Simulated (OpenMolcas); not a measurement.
# CH2BN (SMILES BC#N): levels of theory compared

We compute a comparison of 6 runs (B3LYP/def2-TZVP, PBE0/def2-TZVP, SVWN5/def2-TZVP, TPSS/def2-TZVP, revPBE/def2-TZVP, MP2/def2-TZVP) of CH2BN. 

The results are computed with OpenMolcas 26.06.

### 1 The system as given

The species is CH2BN (5 atoms), meant as a singlet with charge 0. As SMILES, `BC#N`. The coordinates come from a PBE0-D4/def2-TZVP relaxation.

Bond lengths: B1–C2 1.522 Å, C2–N3 1.154 Å, B1–H4 1.189 Å, B1–H5 1.189 Å. Angles: B1–C2–N3 180.0°, C2–B1–H4 118.9°, C2–B1–H5 118.9°, H4–B1–H5 122.2°.

### 2 Energy and gradient at B3LYP/def2-TZVP (run 1)

calc.inp

```
&GATEWAY
 BasLib
 $CurrDir
 BasisSet
 B.def2-TZVP....
 B1 -0.219200 0.441300 -0.341900 angstrom
 End of Basis
 BasisSet
 C.def2-TZVP....
 C2 0.352700 -0.696700 0.490700 angstrom
 End of Basis
 BasisSet
 N.def2-TZVP....
 N3 0.786500 -1.559600 1.122200 angstrom
 End of Basis
 BasisSet
 H.def2-TZVP....
 H4 -0.744300 0.187400 -1.377600 angstrom
 H5 -0.125900 1.554000 0.065300 angstrom
 End of Basis

&SEWARD
 GridInput
 Grid=UltraFine
 End of Grid

&SCF
 KSDFT
 B3LYP
 Thresholds
 1e-10 1e-07 1e-07 1e-05
 PrOrbitals
 1 2

&ALASKA
```

The basis set def2-TZVP is read from a file made from the Basis Set Exchange's data (not shown).

Started as:

```bash
$ export MOLCAS_MEM=1860
$ pymolcas calc.inp > calc.log
```

The log of the run:

```text
--- Start Module: gateway ---
[...]
--- Stop Module: gateway /rc=_RC_ALL_IS_WELL_ ---
[...]
      Basis functions          105
[...]
--- Start Module: scf ---
[...]
       Convergence after  14 Iterations
[...]
::    Total KS-DFT energy                            -118.9227449325
[...]
      Total spin, S                                     0.0000000000
[...]
      Total electronic charge=   20.000000
      Total            charge=   -0.000000
[...]
      Dipole Moment (debye):
      Origin of the operator (angstrom)=    0.3063   -0.6043    0.4232
                   X= -1.0195E+00               Y=  2.0286E+00               Z= -1.4843E+00           Total=  2.7125E+00
      Quadrupole Moment (debye*angstrom):
[...]
--- Stop Module: scf /rc=_RC_ALL_IS_WELL_ ---
[...]
--- Start Module: alaska ---
[...]
 *              Molecular gradients               *
 **************************************************
  Irreducible representation: a
 ------------------------------------------------------------------------------------------
                              X                       Y                       Z
 ------------------------------------------------------------------------------------------
  B1                6.37181032497436E-04   -1.18360930898742E-03    9.26513699864184E-04
  C2                6.13174593739441E-04   -1.24702333478588E-03    8.95892016906430E-04
  N3               -6.94618596320140E-04    1.39100437661099E-03   -1.01178324143447E-03
  H4               -8.07608080723110E-04   -6.38140826105971E-04   -1.63868331858552E-03
  H5                2.51871050804597E-04    1.67776909326411E-03    8.28060843298672E-04
 ------------------------------------------------------------------------------------------
--- Stop Module: alaska /rc=_RC_ALL_IS_WELL_ ---
[...]
```

It took 35 s on 1 thread of AMD EPYC 7R43 (Zen 3), shared host; peak memory 0.6 GiB.

### 3 Energy and gradient at PBE0/def2-TZVP (run 2)

job.input

```
&GATEWAY
BasLib=$CurrDir
Coord
5
angstrom
B       -0.219200       0.441300      -0.341900
C        0.352700      -0.696700       0.490700
N        0.786500      -1.559600       1.122200
H       -0.744300       0.187400      -1.377600
H       -0.125900       1.554000       0.065300
Basis=def2-TZVP
Group=NoSym
&SEWARD
GridInput
Grid=UltraFine
End of Grid
&SCF
KSDFT=PBE0
Thresholds=1e-10 1e-07 1e-07 1e-05
PrOrbitals=1
&ALASKA
```

The basis set def2-TZVP is read from a file made from the Basis Set Exchange's data (not shown).

Started as:

```bash
$ export MOLCAS_MEM=1860
$ pymolcas job.input > job.log
```

The log of the run:

```text
--- Start Module: gateway ---
[...]
--- Stop Module: gateway /rc=_RC_ALL_IS_WELL_ ---
[...]
      Basis functions          105
[...]
--- Start Module: scf ---
[...]
       Convergence after  14 Iterations
[...]
::    Total KS-DFT energy                            -118.7579416622
[...]
      Total spin, S                                     0.0000000000
[...]
      Total electronic charge=   20.000000
      Total            charge=   -0.000000
[...]
      Dipole Moment (debye):
      Origin of the operator (angstrom)=    0.3063   -0.6043    0.4232
                   X= -1.0259E+00               Y=  2.0412E+00               Z= -1.4935E+00           Total=  2.7294E+00
      Quadrupole Moment (debye*angstrom):
[...]
--- Stop Module: scf /rc=_RC_ALL_IS_WELL_ ---
[...]
--- Start Module: alaska ---
[...]
 *              Molecular gradients               *
 **************************************************
  Irreducible representation: a
 ------------------------------------------------------------------------------------------
                              X                       Y                       Z
 ------------------------------------------------------------------------------------------
  B1                3.86625082429148E-05    7.79753274304795E-06    5.58756364155144E-05
  C2                1.89292810470754E-05   -6.50093777538885E-05    3.07477266305867E-05
  N3               -6.00766537210973E-05    1.28898663708910E-04   -8.80409122743231E-05
  H4                1.14988496369151E-06   -2.27968824836888E-05    3.26332149658271E-06
  H5                1.33497944464211E-06   -4.88899361741346E-05   -1.84577224915383E-06
 ------------------------------------------------------------------------------------------
--- Stop Module: alaska /rc=_RC_ALL_IS_WELL_ ---
[...]
```

It took 40 s on 1 thread of AMD EPYC 7R43 (Zen 3), shared host; peak memory 0.6 GiB.

Runs 3 to 4 aren't shown in full; the table further down has their settings and results.

### 4 Energy and forces at revPBE/def2-TZVP (run 5)

test.inp

```
&GATEWAY
  BASLIB=$CurrDir
  COORD
  5
  angstrom
  B       -0.219200       0.441300      -0.341900
  C        0.352700      -0.696700       0.490700
  N        0.786500      -1.559600       1.122200
  H       -0.744300       0.187400      -1.377600
  H       -0.125900       1.554000       0.065300
  BASIS=def2-TZVP
  GROUP=NoSym

&SEWARD
  GRIDINPUT
  Grid=UltraFine
  End of Grid

&SCF
  KSDFT=revPBE
  THRESHOLDS=1e-10 1e-07 1e-07 1e-05
  PRORBITALS=1 2

&ALASKA
```

The basis set def2-TZVP is read from a file made from the Basis Set Exchange's data (not shown).

Started as:

```bash
$ export MOLCAS_MEM=1860
$ pymolcas test.inp > test.log
```

The log of the run:

```text
--- Start Module: gateway ---
[...]
--- Stop Module: gateway /rc=_RC_ALL_IS_WELL_ ---
[...]
      Basis functions          105
[...]
--- Start Module: scf ---
[...]
       Convergence after  16 Iterations
[...]
::    Total KS-DFT energy                            -118.8808595659
[...]
      Total spin, S                                     0.0000000000
[...]
      Total electronic charge=   20.000000
      Total            charge=   -0.000000
[...]
      Dipole Moment (debye):
      Origin of the operator (angstrom)=    0.3063   -0.6043    0.4232
                   X= -9.5508E-01               Y=  1.9004E+00               Z= -1.3905E+00           Total=  2.5411E+00
      Quadrupole Moment (debye*angstrom):
[...]
--- Stop Module: scf /rc=_RC_ALL_IS_WELL_ ---
[...]
--- Start Module: alaska ---
[...]
 *              Molecular gradients               *
 **************************************************
  Irreducible representation: a
 ------------------------------------------------------------------------------------------
                              X                       Y                       Z
 ------------------------------------------------------------------------------------------
  B1               -1.05423292362739E-04    2.91736206605719E-04   -1.53251642006413E-04
  C2                1.28814657278391E-02   -2.56488002870787E-02    1.87550656341786E-02
  N3               -1.44344626589543E-02    2.87216280472169E-02   -2.10134019140487E-02
  H4                1.78562769083523E-03    4.44666132348226E-04    3.44017754969528E-03
  H5               -1.27207467373394E-04   -3.80923009909795E-03   -1.02858962780217E-03
 ------------------------------------------------------------------------------------------
--- Stop Module: alaska /rc=_RC_ALL_IS_WELL_ ---
[...]
```

Wall time 42 s (1 thread of AMD EPYC 7R43 (Zen 3), shared host); peak memory 0.6 GiB.

### 5 The energy at MP2/def2-TZVP (run 6)

calc.inp

```
&GATEWAY
  BASLIB=$CurrDir
  COORD
  5
  bohr
  B     -0.41422797     0.83393614    -0.64609736
  C      0.66650640    -1.31657219     0.92728861
  N      1.48626960    -2.94721686     2.12065066
  H     -1.40652315     0.35413468    -2.60328671
  H     -0.23791652     2.93663440     0.12339912
  BASIS=def2-TZVP
  GROUP=NoSym

&SEWARD

&SCF
  THRESHOLDS=1e-10 1e-07 1e-07 1e-05
  PRORBITALS=1 1

&MBPT2
  FROZEN=3
```

The basis set def2-TZVP is read from a file made from the Basis Set Exchange's data (not shown).

Started as:

```bash
$ export MOLCAS_MEM=1860
$ pymolcas calc.inp > calc.log
```

The log of the run:

```text
--- Start Module: gateway ---
[...]
--- Stop Module: gateway /rc=_RC_ALL_IS_WELL_ ---
[...]
      Basis functions          105
[...]
--- Start Module: scf ---
[...]
       Convergence after  13 Iterations
[...]
::    Total SCF energy                               -118.1870545672
[...]
      Total spin, S                                     0.0000000000
[...]
      Total electronic charge=   20.000000
      Total            charge=   -0.000000
[...]
      Dipole Moment (debye):
      Origin of the operator (angstrom)=    0.3063   -0.6043    0.4232
                   X= -1.1552E+00               Y=  2.2986E+00               Z= -1.6819E+00           Total=  3.0736E+00
      Quadrupole Moment (debye*angstrom):
[...]
--- Stop Module: scf /rc=_RC_ALL_IS_WELL_ ---
[...]
--- Start Module: mbpt2 ---
[...]
WARNING!
Default frozen orbitals as non valence orbitals is overwritten by user input.
Default values:   3
[...]
       Reference weight ( Cref**2 )         =        0.86747
::    Total MBPT2 energy                             -118.6134287784
[...]
      Total MBPT2 calculations                           0.61      0.69
--- Stop Module: mbpt2 /rc=_RC_ALL_IS_WELL_ ---
[...]
```

It took 18 s on 1 thread of AMD EPYC 7R43 (Zen 3), shared host; peak memory 0.6 GiB.

### 6 Overview of the runs

| run | level | task | integration grid | energy (Eh) | dipole moment (D) of the reference | HOMO energy (eV) | LUMO energy (eV) | wall time |
| --- | --- | --- | --- | --- | --- | --- | --- | --- |
| 1 | B3LYP/def2-TZVP | gradient | UltraFine | -118.922745 | 2.71 | -9.52 | -3.57 | 35 s |
| 2 | PBE0/def2-TZVP | gradient | UltraFine | -118.757942 | 2.73 | -9.75 | -3.35 | 40 s |
| 3 | SVWN5/def2-TZVP | gradient | UltraFine | -117.808151 | 2.64 | -8.54 | -4.68 | 37 s |
| 4 | TPSS/def2-TZVP | gradient | UltraFine | -118.939421 | 2.60 | -8.48 | -4.12 | 51 s |
| 5 | revPBE/def2-TZVP | gradient | UltraFine | -118.880860 | 2.54 | -8.34 | -4.24 | 42 s |
| 6 | MP2/def2-TZVP | energy | – | -118.613429 | 3.07 | -12.92 | 0.33 | 18 s |

### 7 Summary of results

| quantity | value |
| --- | --- |
| run 6: total energy | -118.61343 Eh |
| run 6: dipole moment (mean-field density) | 3.07 D |
| run 6: HOMO energy (Hartree–Fock orbitals) | -12.92 eV |
| run 6: LUMO energy (Hartree–Fock orbitals) | 0.33 eV |
| run 6: HOMO–LUMO gap (Hartree–Fock orbitals) | 13.25 eV |
| run 6: correlation energy (3 core orbitals frozen) | -426.4 mEh |

Over runs 1, 2, 3, 4, 5 the dipole moment (its size) runs from 2.54 D (revPBE/def2-TZVP) to 2.73 D (PBE0/def2-TZVP). Over runs 1, 2, 3, 4, 5 the HOMO–LUMO gap runs from 3.86 eV (SVWN5/def2-TZVP) to 6.40 eV (PBE0/def2-TZVP). Totals of different functionals can't be ranked against each other. All runs together took 3.7 min, the longest 51 s.
